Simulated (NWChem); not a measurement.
Correlation energy of chloroform (CHCl3)

```xyz
5

Cl     0.8517    -0.0663     1.4726
C     -0.0092     0.4528     0.0000
Cl     0.8517    -0.0663    -1.4726
Cl    -1.6984    -0.1182     0.0000
H     -0.0315     1.5461     0.0000
```
Charge 0, spin multiplicity 1.

All runs are NWChem calculations. The geometry was optimised at B3LYP/def2-SVP, a minimum by its harmonic frequencies.

Basis set: 6-31G*. Each correlation energy counts from its own Hartree-Fock reference.

The correlated methods keep 16 core orbitals frozen. The Pople sets run with spherical d functions. Coupled-cluster values serve here as a point of comparison, not as the truth.

Question: For the correlation energy, SCS-MP2 gives -503.3 mHa and CCSD(T) gives -576.9 mHa. What do CR-CCSD(T), MP2, CCSD+T(CCSD) give?

Answer: CR-CCSD(T): -572.5 mHa; MP2: -518.6 mHa; CCSD+T(CCSD): -577.5 mHa.
